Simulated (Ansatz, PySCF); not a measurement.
System (SMILES): COC=O.
Geometry (B3LYP-D3(BJ)/def2-TZVP, fixed):
```xyz
8

C     -0.9314    -0.0909     0.0015
O     -0.7248    -1.2718    -0.0191
O      0.0010     0.8677     0.0146
H     -1.9259     0.3745     0.0125
C      1.3667     0.4114     0.0025
H      1.9749     1.3108     0.0157
H      1.5676    -0.2028     0.8792
H      1.5619    -0.1729    -0.8956
```
Charge 0, spin multiplicity 1.

Near-linear dependence at PBE0/aug-pcseg-2 with PySCF (spherical functions, density fitting): canonical orthogonalisation drops combinations whose overlap eigenvalue lies under the threshold. The set has 276 functions.

```
threshold  orbitals kept  energy minus last row (mEh)  SCF cycles
---------  -------------  ---------------------------  ----------
1e-3                 251                        0.375          10
1e-4                 267                        0.047          10
1e-5                 275                        0.003          10
1e-6                 276                        0.000          10
1e-7                 276                        0.000          10
1e-9                 276                        0.000          10
```

The smallest overlap eigenvalue is 9.6e-06. Ansatz (a program for electronic structure) at its default drops 0 functions.
